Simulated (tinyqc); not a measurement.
Inside a calculation. Method: CIS and TDHF on RHF in the sto-6g basis, frozen core, for HF, spin multiplicity 1. One step of it, computed by the program tinyqc.

Question. TDHF (RPA) singlet states. B(ia,jb) = 2 (ia|jb) - (ib|ja); the squared energies are the eigenvalues of (A - B)(A + B); 1 hartree = 27.211386 eV.

CIS matrix A, singlet (hartree), lower triangle:
```
          2>6       3>6       4>6       5>6
2>6  1.669090
3>6  0.044376  0.920955
4>6  0.000000  0.000000  0.546449
5>6  0.000000  0.000000  0.000000  0.546449
```

Two-electron integrals over orbitals (pq|rs), unique and non-zero (hartree); the lowest 1 orbital is frozen and left out:
```
(22|22) 0.862104    (32|22) -0.007564   (32|32) 0.158810    (33|22) 0.769279
(33|32) -0.058998   (33|33) 0.797913    (42|42) 0.178882    (43|42) -0.045453
(43|43) 0.051840    (44|22) 0.877732    (44|32) -0.076000   (44|33) 0.775778
(44|44) 0.998085    (52|52) 0.178882    (53|52) -0.045453   (53|53) 0.051840
(54|54) 0.053789    (55|22) 0.877732    (55|32) -0.076000   (55|33) 0.775778
(55|44) 0.890506    (55|55) 0.998085    (62|22) -0.139552   (62|32) -0.037407
(62|33) -0.047120   (62|44) -0.138240   (62|55) -0.138240   (62|62) 0.100001
(63|22) -0.147863   (63|32) 0.092412    (63|33) -0.130827   (63|44) -0.182065
(63|55) -0.182065   (63|62) 0.060490    (63|63) 0.161135    (64|42) -0.045455
(64|43) -0.012106   (64|64) 0.032194    (65|52) -0.045455   (65|53) -0.012106
(65|65) 0.032194    (66|22) 0.694108    (66|32) 0.076604    (66|33) 0.671302
(66|44) 0.656728    (66|55) 0.656728    (66|62) -0.070083   (66|63) -0.009840
(66|66) 0.722157
```

Give: TDHF matrix B, singlet; squared energies w^2; TDHF energies from the positive w^2.

Answer.

TDHF matrix B, singlet (hartree), lower triangle:
```
        2>6     3>6     4>6     5>6
2>6  0.1000
3>6  0.0605  0.1611
4>6  0.0000  0.0000  0.0322
5>6  0.0000  0.0000  0.0000  0.0322
```

squared energies w^2 (hartree^2): 0.2976  0.2976  0.8167  2.7780

TDHF energies from the positive w^2 (eV): 14.8438  14.8438  24.5907  45.3543
